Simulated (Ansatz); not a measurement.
Li₂Si was relaxed with r2SCAN-D4 (def2-TZVP) in Ansatz in these states: neutral quintet, neutral triplet. The geometries follow in no particular order.

A:

```csv
atom,x (Å),y (Å),z (Å)
Li1,-0.737,1.374,-0.345
Li2,0.036,-1.359,-0.837
Si3,0.701,-0.015,1.182
```

B:

```xyz
3

Li   -0.5142   -0.1706   -1.4499
Li    0.2827    1.3783    0.6450
Si    0.2315   -1.2077    0.8049
```

Q: Judge from the bond lengths which geometry belongs to which state (an estimate).

A: A is the neutral triplet (Li1–Si3 2.515 Å, Li2–Si3 2.515 Å); B is the neutral quintet (Li1–Si3 2.592 Å, Li2–Si3 2.592 Å).

At r2SCAN-D4/def2-TZVP the charge 0 triplet is spin-contaminated (final ⟨S²⟩ up to 2.27, 2.00 for a pure state). At PBE0-D4/def2-TZVP a triplet lies 0.70 eV below the neutral quintet. These are the stationary points nearest to one start from a short search; other shapes may lie lower in each state.
